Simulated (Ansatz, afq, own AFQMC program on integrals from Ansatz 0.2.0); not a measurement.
Integrals from Ansatz 0.2.0, then the random walk in our own AFQMC program (afq).

```yaml
crystal:
  periodic: [false, false, false]
  atoms:
    - {symbol: Cu, position_ang: [-0.377161, 0.002910, 0.002316]}
    - {symbol: C, position_ang: [1.523640, -0.011756, -0.009355]}
    - {symbol: H, position_ang: [1.866198, -1.047900, -0.006366]}
    - {symbol: H, position_ang: [1.883641, 0.506670, 0.880916]}
    - {symbol: H, position_ang: [1.872582, 0.497849, -0.909073]}
basis:
  gaussian: {orbitals: def2-TZVP}
magnetization: {spin_polarized: false}
correlation: {method: ccsd_t, electrons: outside_noble_gas, hamiltonian_folder: ham}
```

```sh
$ ansatz run in.yaml --threads 1 --pin off --events-out ev --progress --plain --max-ram 15360MiB --backend cuda --devices 0, --max-vram 18GiB
```

afq runs on the folder ham with

```
--method phaseless --trial cisd --walkers 4000 --populations 20 --least-time 60 --time-step 0.005 --steps-per-block 50 --equilibration-blocks 40 --max-blocks 4000 --target-error 0.00026 --factor-cut 1e-05 --seed 9878 --release-times 0.24,0.51,0.99,1.5 --release-step 0.03 --release-every 4 --taylor-order 6
```

Times are imaginary, in 1/Eh. The walk had a cap of 275 s. With eight or more populations the least sampling time is a fifth of least-time, and the error comes from their spread.

afq prints:

```
orbitals 84  electrons 9 9  factors 700 of 825
reference energy -1678.52003372 Eh
CCSD correlation -0.57888729 Eh in 17 cycles, weight of the determinant in the CISD state 0.8367
energy of the start -1679.098917 Eh
 block  time / (1/Eh)  mean weight  energy / Eh
     1     0.250  0.9995  -1679.094268
     2     0.500  1.0001  -1679.104077
     3     0.750  1.0004  -1679.108516
     4     1.000  1.0004  -1679.113345
     5     1.250  0.9999  -1679.115429
     7     1.750  1.0001  -1679.120104
     9     2.250  0.9999  -1679.124633
    13     3.250  1.0006  -1679.121633
    25     6.250  0.9997  -1679.122189
    37     9.250  1.0004  -1679.122782
    49    12.250  1.0000  -1679.123915
    61    15.250  0.9999  -1679.120835
    73    18.250  1.0003  -1679.122475
    85    21.250  1.0002  -1679.122543
    97    24.250  0.9996  -1679.121263
   109    27.250  1.0003  -1679.122925
   121    30.250  0.9998  -1679.131164
   133    33.250  0.9999  -1679.124979
   145    36.250  0.9998  -1679.120640
   157    39.250  0.9997  -1679.125637
   169    42.250  1.0002  -1679.124317
   181    45.250  0.9998  -1679.122095
   187    46.750  0.9997  -1679.120143
   193    48.250  0.9998  -1679.123096
   205    51.250  0.9998  -1679.124785
   217    54.250  1.0001  -1679.123673
   229    57.250  0.9994  -1679.125605
   241    60.250  0.9994  -1679.124191
   253    63.250  0.9997  -1679.126206
error from the spread of 20 populations
released: time / (1/Eh)  energy / Eh  error  mean overlap
  0.24  -1679.123541  0.000278  0.9952
  0.51  -1679.122881  0.000279  0.9927
  0.99  -1679.123072  0.000495  0.9903
  1.50  -1679.123287  0.000826  0.9830
energy -1679.123069 +/- 0.000315 Eh
(rows thinned)
```

The run passed its tests (sampling time, drift between the halves within three errors, error under three times the target), which doesn't prove that it has relaxed, ending at its cap on processor time.

Against this walk (error 8.6 meV) on the same determinant: CCSD(T) 27.5 meV higher, CCSDT(Q) 8.1 meV higher (within the noise). The error is statistical and leaves out the bias of the constraint. Released to 0.99 1/Eh the energy moves by 0 ± 16 meV (both errors), within twice the noise.

Cautions: constraint bias not in the error; error above the target (8.6 against 7.1 meV); no relativity below Rb; outer-core shells of the metal frozen.

The walk took 4.6 min on 1 × NVIDIA H100 80GB HBM3 with 2 threads of AMD EPYC 7R13 Processor (Zen 3) (shared host) (the card was shared). The log's last line is the phaseless energy.

CCSDT and higher add their correlation energy to the determinant of the CCSD(T) run, since their own runs factorise the integrals more tightly (a shift of under 2 meV). A walk keeps the symmetry of its determinant, which the program's search chose and which needn't be the lowest solution, so a lower state of the same spin and another symmetry isn't excluded.
